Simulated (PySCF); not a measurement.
**Vibration and rotation of CO⁺**

UHF-CCSD(T) constants of CO⁺, ²Π (doublet), unpaired electrons π ↑ (basis C def2-TZVPPD, O def2-TZVPPD; no relativity; PySCF 2.14; masses 12.0000 and 15.9949 u):

- ωe: 1548.8 cm⁻¹
- ωexe: 12.6 cm⁻¹
- Be: 1.5704 cm⁻¹
- αe: 0.0188 cm⁻¹
- D (centrifugal): 6.46e-06 cm⁻¹
- De to C⁺ + O: 5.70 eV

(1) Give the vibrational terms G(v) and spacings up to v = 6.

(2) How well does the Morse estimate ωe²/(4ωexe) reproduce De, and what is D0?

Correlated steps freeze 2 core orbitals. For an ion De counts to the pair picked by the measured ionisation energies or electron affinities, which need not be the lowest pair at this level. The state is the lowest determinant that a PBE0 search found; another state may lie lower at other levels.

## Answers

(1) G(v) = ωe(v+½) − ωexe(v+½)².

```
v  G(v) (cm⁻¹)  G(v) − G(v−1)  Bv (cm⁻¹)
0          771                     1.561
1         2295           1524      1.542
2         3793           1498      1.523
3         5266           1473      1.505
4         6714           1448      1.486
5         8137           1423      1.467
6         9535           1398      1.448
```

(2) It gives 5.90 eV, 104 % of the computed De. D0 = De − G(0) = 5.70 − 0.10 = 5.60 eV.
